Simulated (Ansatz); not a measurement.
Ansatz (an electronic-structure program) input (HF/6-31G*):

Ansatz 0.2 input:
```yaml
crystal:
  periodic: [false, false, false]
  atoms:
    - {symbol: Cl, position_ang: [-0.00000000, -0.00000000, -0.51871687]}
    - {symbol: O, position_ang: [0.00000000, 0.00000000, 1.10227335]}
basis:
  gaussian:
    orbitals: 6-31G*
hamiltonian:
  xc: {name: HF}
magnetization: {spin_polarized: true, initial_magnetization: 1}
phonons: {temperatures: {t_min: 298.15, t_max: 298.15, t_step: 100}}
```

Task: Which harmonic wavenumbers does it give?

Result: 830 cm⁻¹ (unscaled; negative means imaginary).
